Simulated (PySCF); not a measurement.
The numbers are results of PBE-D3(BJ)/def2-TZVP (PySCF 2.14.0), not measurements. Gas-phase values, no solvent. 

Reference species (SMILES): `[CH3]` (neutral, multiplicity 2).

* **highest occupied spin orbital**: -5.38 eV

Changed species: `O=[C][GeH3]` (radical fragment; the reference has radical fragment).

Q: Predict the effect on the highest occupied spin orbital.

A: the highest occupied spin orbital rises by 1.06 eV, to -4.32 eV.
